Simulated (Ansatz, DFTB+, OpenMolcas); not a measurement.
## Errors in the dipole moment

8 molecules with nitrogen; the dipole moment in D, computed less measured. Shapes, held fixed at every level: PBE0-D4/def2-TZVP. No vibrational averaging. Dipoles are compared by magnitude; molecules under 1 D, whose direction can flip, are left out. Programs: Ansatz 0.2.0, DFTB+ 25.1, OpenMolcas 26.06. Measured values: NIST CCCBDB.

Levels: A = DFTB1; B = B3LYP/6-31G* (Cartesian functions); C = B3LYP-D4/def2-TZVPP; D = wB97M-V/def2-TZVPP.

| molecule | measured | A | B | C | D |
| --- | --- | --- | --- | --- | --- |
| NS (SMILES [N]=S) | 1.81 | +1.23 | -0.08 | +0.08 | +0.11 |
| NH3 (ammonia) | 1.47 | -0.30 | +0.38 | +0.13 | +0.14 |
| CH2N2 (cyanamide) | 4.32 | +2.24 | +0.21 | +0.32 | +0.30 |
| CH3N (methanimine) | 2.00 | +0.20 | -0.05 | -0.01 | +0.01 |
| C2H3N (isocyanomethane) | 3.85 | +1.70 | -0.21 | +0.03 | -0.04 |
| CH5N (methylamine) | 1.31 | -0.29 | +0.10 | -0.01 | 0.00 |
| C3H3NO (oxazole) | 1.50 | +1.10 | +0.05 | +0.06 | +0.07 |
| C3H5N (propanenitrile) | 4.02 | +1.25 | -0.14 | +0.08 | +0.08 |

(1) Which level does best on this set, which worst, and which err to one side?

Results:

(1) 
```tsv
level	kind	mean error	mean absolute error	worst case
DFTB1	semi-empirical	+0.891	1.039	CH2N2
B3LYP/6-31G* (Cartesian functions)	global hybrid	+0.032	0.152	NH3
B3LYP-D4/def2-TZVPP	global hybrid	+0.085	0.090	CH2N2
wB97M-V/def2-TZVPP	range-separated hybrid	+0.084	0.094	CH2N2
```

On this set B3LYP-D4/def2-TZVPP has the smallest mean absolute error and DFTB1 the largest. DFTB1 is too high in 6 of 8; B3LYP-D4/def2-TZVPP is too high in 6 of 8; wB97M-V/def2-TZVPP is too high in 6 of 8. The levels differ in basis as well as in method. The smallest two are near a tie. Open shells run unrestricted. The set is small.
